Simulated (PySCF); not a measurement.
Cost of one run: spin–spin coupling job, `CCCC(=O)F` (butanoyl fluoride).

Method: B3LYP/pcJ-1 indirect spin-spin coupling, non-relativistic, gas phase (PySCF 2.14.0, density-fitted response routines). Geometry: GFN2-xTB. Work: spin–spin couplings from 12 perturbed nuclei, spin–dipole term for 1 of them, density fitting. A driver script takes a list of jobs; this job's settings line and coordinates (Å) are shown.

Command:
```bash
OMP_NUM_THREADS=1 python probes_run.py task.json out
```

Input:
```
{"job": {"kind": "j", "xc": "B3LYP", "basis": "pcJ-1"}, "charge": 0, "multiplicity": 1}
C     -1.488630    -0.007642    -0.502365
C     -0.565425    -0.308161     0.672098
C      0.778959     0.405710     0.536060
C      1.628174    -0.175008    -0.540649
O      1.485722    -1.133846    -1.209989
F      2.758024     0.586446    -0.708000
H     -2.439469    -0.517962    -0.374435
H     -1.042217    -0.346983    -1.432913
H     -1.681176     1.060566    -0.577243
H     -0.392841    -1.383885     0.731467
H     -1.040040     0.011843     1.601209
H      0.640799     1.469125     0.321666
H      1.353732     0.340285     1.465367
```

Hardware: Arm Neoverse V2, one thread, shared host. PySCF's memory limit was set to 1040 MB.

How large is the basis?

232 functions for 48 electrons, with 826 fitting functions; the fitted three-index integrals, 826 × 232 × 233/2 numbers of 8 bytes, come to 170 MiB.

Estimate the wall time.

About 24 s. The SCF took 14 cycles.

Estimate the peak memory.

About 0.92 GiB. Peak memory is the resident size of the whole Python process, interpreter and libraries included.

At this speed, how long would 5000 such jobs take on 32 cores, one job a core?

5000/32 gives 157 rounds of 24 s, about 63 min of wall time and 33 core-hours, if the jobs don't slow each other.

The SCF part of the output:
```
coarse grid: 10856 points
cycle   1  E = -331.5026818627  dE =  7.022e-01  |g| = 9.778e-01  |ddm| = 2.783e+00
cycle   2  E = -330.9837329921  dE =  5.189e-01  |g| = 1.957e+00  |ddm| = 1.700e+00
cycle   3  E = -331.6616587103  dE = -6.779e-01  |g| = 3.107e-01  |ddm| = 1.267e+00
cycle   4  E = -331.6777747691  dE = -1.612e-02  |g| = 9.685e-02  |ddm| = 2.306e-01
cycle   5  E = -331.6789320868  dE = -1.157e-03  |g| = 3.002e-02  |ddm| = 5.454e-02
cycle   6  E = -331.6791144162  dE = -1.823e-04  |g| = 7.194e-03  |ddm| = 2.246e-02
cycle   7  E = -331.6791240870  dE = -9.671e-06  |g| = 1.624e-03  |ddm| = 5.395e-03
final grid: 105248 points
cycle   8  E = -331.7410054414  dE = -1.470e-04  |g| = 8.958e-03  |ddm| = 1.997e-02
cycle   9  E = -331.7409832387  dE =  2.220e-05  |g| = 1.403e-02  |ddm| = 1.425e-02
cycle  10  E = -331.7410198514  dE = -3.661e-05  |g| = 2.247e-03  |ddm| = 9.103e-03
cycle  11  E = -331.7410206564  dE = -8.050e-07  |g| = 8.778e-04  |ddm| = 1.711e-03
cycle  12  E = -331.7410207770  dE = -1.205e-07  |g| = 2.894e-04  |ddm| = 5.835e-04
cycle  13  E = -331.7410207905  dE = -1.354e-08  |g| = 2.281e-05  |ddm| = 1.618e-04
cycle  14  E = -331.7410207906  dE = -8.220e-11  |g| = 7.385e-06  |ddm| = 2.024e-05
converged SCF energy = -331.7410207906
```

On the final grid dE counts from the start density on that grid.

Other jobs ran on the host; a repeat could differ by tens of per cent or more.
